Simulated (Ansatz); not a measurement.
A calculation on body-centred tetragonal In returned lattice constant a 3.179 Å, lattice parameter c 4.925 Å, cohesive energy 2.08 eV/atom.

For reference: lattice constant a 3.252 Å (measured, 293 K, not corrected to a static lattice; as tabulated in Wikipedia's data pages); lattice parameter c 4.947 Å (measured, 293 K, not corrected to a static lattice; as tabulated in Wikipedia's data pages).

Which level of theory produced these numbers?
A) r²SCAN0 (Ansatz (a program for electronic structure))
B) PBE0-D3(BJ) (Ansatz)
C) LC-ωPBE (Ansatz)
D) r²SCAN+rVV10 (Ansatz)

C, LC-ωPBE (Ansatz)

The others give: r²SCAN0 3.228 Å, 4.980 Å, 2.30 eV/atom; PBE0-D3(BJ) 3.193 Å, 4.920 Å, 2.67 eV/atom; r²SCAN+rVV10 3.223 Å, 4.943 Å, 2.65 eV/atom.

Unless a cell is named, each level is at its own relaxed cell (LC-ωPBE 24.88, PBE0-D3(BJ) 25.08, r²SCAN+rVV10 25.67, r²SCAN0 25.94 Å³/atom).

Ansatz's density-functional and Hartree–Fock values are scalar-relativistic unless marked +SOC, with PAW data made under PBE.
